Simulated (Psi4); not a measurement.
# B3LYP/cc-pCVQZ (density fitting, sweep point 7) run of HBS (SMILES B=S)

Aim: the vertical ionisation energy of HBS at B3LYP/cc-pCVQZ (density fitting, sweep point 7), from 2 runs. 

Program for the calculation: Psi4 1.11.

## 1. The system as given

HBS: 3 atoms, total charge 0, spin state singlet. SMILES: `B=S`. The shape is that of a GFN2-xTB optimisation.

Bond lengths: B1–S2 1.592 Å, B1–H3 1.144 Å. Angles: S2–B1–H3 179.9°.

## 2. A single-point energy at B3LYP/cc-pCVQZ (density fitting, sweep point 7)

bhs.dat

```
memory 1.6 GB

molecule mol {
  B     -0.07753546    -0.03042459     0.26936156
  S      0.74704653     0.27686377    -2.60717955
  H     -0.66952997    -0.24643918     2.33779909
  units bohr
  symmetry c1
}

set reference rks
set puream true
set scf_type df
set dft_radial_points 99
set dft_spherical_points 590

e, wfn = energy("b3lyp/cc-pCVQZ", return_wfn=True)
```

Run with:

```sh
$ psi4 bhs.dat bhs.out -n 1
```

bhs.out, shortened:

```text
[...]
  Running in c1 symmetry.
[...]
  Nuclear repulsion =   32.001458650021128
[...]
  Multiplicity = 1
[...]
  Nalpha       = 11
  Nbeta        = 11
[...]
    Number of basis functions: 223
[...]
   @DF-RKS iter   1:  -423.58759463282917   -3.25064e-01   2.50426e-03 ADIIS/DIIS
[...]
   @DF-RKS iter   7:  -423.70881877860307   -6.69893e-07   2.31482e-07 DIIS
[...]
    Orbital Energies [Eh]
    ---------------------
    Doubly Occupied:
       1A    -88.849410     2A     -7.934623     3A     -6.804307
       4A     -5.893664     5A     -5.893664     6A     -5.893465
       7A     -0.733953     8A     -0.491147     9A     -0.387074
      10A     -0.304433    11A     -0.304433
[...]
  @DF-RKS Final Energy:  -423.70881877860307
   => Energetics <=
    Nuclear Repulsion Energy =             32.0014586500211280
    One-Electron Energy =                -647.1411239125632164
    Two-Electron Energy =                 215.7038211382032671
    DFT Exchange-Correlation Energy =     -24.2729746542643348
    Empirical Dispersion Energy =           0.0000000000000000
    VV10 Nonlocal Energy =                  0.0000000000000000
    Total Energy =                       -423.7088187786031312
[...]
 Multipole Moments:
 ------------------------------------------------------------------------------------
     Multipole            Electronic (a.u.)      Nuclear  (a.u.)        Total (a.u.)
 ------------------------------------------------------------------------------------
 L = 1.  Multiply by 2.5417464519 to convert [e a0] to [Debye]
 Dipole X            :          0.5008982           -1.0368395           -0.5359413
 Dipole Y            :          0.0498993           -0.1057839           -0.0558846
 Dipole Z            :         -0.0000000            0.0000000           -0.0000000
 Magnitude           :                                                    0.5388471
[...]
```

It took 13 s on 1 thread of AMD EPYC 7R43 (Zen 3), shared host; peak memory 1.1 GiB.

## 3. The doublet cation, same level

calc.inp

```
memory 1600 mb

molecule {
  1 2
  B     -0.07753546    -0.03042459     0.26936156
  S      0.74704653     0.27686377    -2.60717955
  H     -0.66952997    -0.24643918     2.33779909
  units bohr
  symmetry c1
}

set basis cc-pCVQZ
set reference uks
set puream true
set scf_type df
set dft_radial_points 99
set dft_spherical_points 590
set maxiter 150

E, wfn = energy("b3lyp", return_wfn=True)
print_variables()
```

Run with:

```sh
$ psi4 -n 1 calc.inp calc.out
```

calc.out, shortened:

```text
[...]
  Running in c1 symmetry.
[...]
  Nuclear repulsion =   32.001458650021128
[...]
  Multiplicity = 2
[...]
  Nalpha       = 11
  Nbeta        = 10
[...]
    Number of basis functions: 223
[...]
   @DF-UKS iter   1:  -423.24255616822757    1.99745e-02   1.81910e-03 DIIS/ADIIS
[...]
   @DF-UKS iter   8:  -423.29800777942580   -9.91885e-08   2.99335e-07 DIIS
[...]
   @S^2 Observed:                7.535070715E-01
[...]
    Orbital Energies [Eh]
    ---------------------
    Alpha Occupied:
       1A    -89.205329     2A     -8.287098     3A     -7.123058
       4A     -6.257435     5A     -6.243112     6A     -6.241702
       7A     -1.082145     8A     -0.761566     9A     -0.692401
      10A     -0.652687    11A     -0.613448
    Alpha Virtual:
      12A     -0.342390    13A     -0.323983    14A     -0.184245
      15A     -0.149083    16A     -0.094111    17A     -0.086384
      18A     -0.078340    19A     -0.067969    20A     -0.059953
      21A     -0.058034    22A      0.014513    23A      0.025123
      24A      0.039342    25A      0.053761    26A      0.082742
[...]
  @DF-UKS Final Energy:  -423.29800777942580
   => Energetics <=
    Nuclear Repulsion Energy =             32.0014586500211280
    One-Electron Energy =                -639.8942181687784796
    Two-Electron Energy =                 208.6426553099415173
    DFT Exchange-Correlation Energy =     -24.0479035706099893
    Empirical Dispersion Energy =           0.0000000000000000
    VV10 Nonlocal Energy =                  0.0000000000000000
    Total Energy =                       -423.2980077794258023
[...]
 Multipole Moments:
 ------------------------------------------------------------------------------------
     Multipole            Electronic (a.u.)      Nuclear  (a.u.)        Total (a.u.)
 ------------------------------------------------------------------------------------
 L = 1.  Multiply by 2.5417464519 to convert [e a0] to [Debye]
 Dipole X            :          0.2015999           -1.0368395           -0.8352395
 Dipole Y            :          0.0180601           -0.1057839           -0.0877237
 Dipole Z            :         -0.0000000            0.0000000           -0.0000000
 Magnitude           :                                                    0.8398336
[...]
```

Wall time 22 s (1 thread of AMD EPYC 7R43 (Zen 3), shared host); peak memory 1.1 GiB.

## 4. Summary of results

At B3LYP/cc-pCVQZ (density fitting, sweep point 7):

| quantity | value |
| --- | --- |
| singlet HBS: total energy | -423.70882 Eh |
| singlet HBS: dipole moment | 1.37 D |
| singlet HBS: HOMO energy | -8.28 eV |
| singlet HBS: LUMO energy | -1.41 eV |
| singlet HBS: HOMO–LUMO gap | 6.87 eV |
| doublet cation: total energy | -423.29801 Eh |
| doublet cation: HOMO energy (highest over α and β) | -16.39 eV |
| doublet cation: LUMO energy (lowest over α and β) | -14.11 eV |
| doublet cation: ⟨S²⟩ | 0.754 |
| vertical ionisation energy (to the doublet cation) | 11.179 eV |

The vertical ionisation energy comes to 11.18 eV (1079 kJ/mol). The negative HOMO energy of the first species, 8.28 eV, lies 2.89 eV below that difference.
